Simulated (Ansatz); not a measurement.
Relaxation of BH₄NO (7 atoms, charge 0, multiplicity 1), to a largest force component of 0.03 eV/Å in at most 50 steps.

Level of theory: Ansatz, RKS BHLYP-D4/def2-SVP.

```xyz
7
Properties=species:S:1:pos:R:3
B 0.078 -0.243 0.100
H 0.045 -0.609 1.234
O 1.297 -0.074 -0.520
H 2.023 -0.285 0.055
N -1.088 0.017 -0.613
H -2.004 -0.083 -0.219
H -1.078 0.325 -1.571
```

Question: Where does it end, and by what steps?

Answer: It converged. After 4 steps the energy has fallen by 0.012 eV; H2 moved furthest, 0.03 Å.

```json
{"step": "0", "energy less start (eV)": "0.0000", "largest force component (eV/Å)": "0.820", "accepted": "yes"}
{"step": "1", "energy less start (eV)": "-0.0093", "largest force component (eV/Å)": "0.399", "accepted": "yes"}
{"step": "2", "energy less start (eV)": "-0.0118", "largest force component (eV/Å)": "0.044", "accepted": "yes"}
{"step": "3", "energy less start (eV)": "-0.0118", "largest force component (eV/Å)": "0.040", "accepted": "yes"}
{"step": "4", "energy less start (eV)": "-0.0119", "largest force component (eV/Å)": "0.006", "accepted": "yes"}
```

```xyz
7
Properties=species:S:1:pos:R:3
B 0.088 -0.243 0.098
H 0.018 -0.611 1.244
O 1.290 -0.078 -0.519
H 2.032 -0.278 0.040
N -1.083 0.018 -0.613
H -1.997 -0.086 -0.215
H -1.075 0.325 -1.569
```

Whether the end is a true minimum wasn't checked by a vibrational analysis.

Run time: 8.9 s on 1 thread of Arm Neoverse V1, with other jobs on the host, peak memory 0.13 GiB.
